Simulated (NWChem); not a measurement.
# hydroxide (OH anion); SMILES [OH-]

```xyz
2

O      0.0000     0.0000     0.1075
H      0.0000     0.0000    -0.8600
```
Atoms are numbered in this order, from 1.

Results from NWChem. Sets without diffuse functions describe the anion's extra electron poorly. Coordinates come from a B3LYP/def2-SVPD optimisation. Total energies compare along this basis series because the functional is fixed.

```
level                    basis functions  energy (Ha)  highest occupied level (eV)  orbital gap (eV)
-----------------------  ---------------  -----------  ---------------------------  ----------------
Hartree-Fock/def2-SVP                 19     -75.2676                        -0.97             14.50
Hartree-Fock/def2-SVPD                31     -75.3284                            ?                 ?
Hartree-Fock/def2-TZVP                37     -75.3978                        -2.23             13.14
Hartree-Fock/def2-TZVPP               45     -75.3996                        -2.23             13.04
Hartree-Fock/def2-QZVP                87     -75.4119                        -2.62             12.09
```

Fill in the missing entries.


- Hartree-Fock/def2-SVPD, highest occupied level (eV): -3.02
- Hartree-Fock/def2-SVPD, orbital gap (eV): 11.66
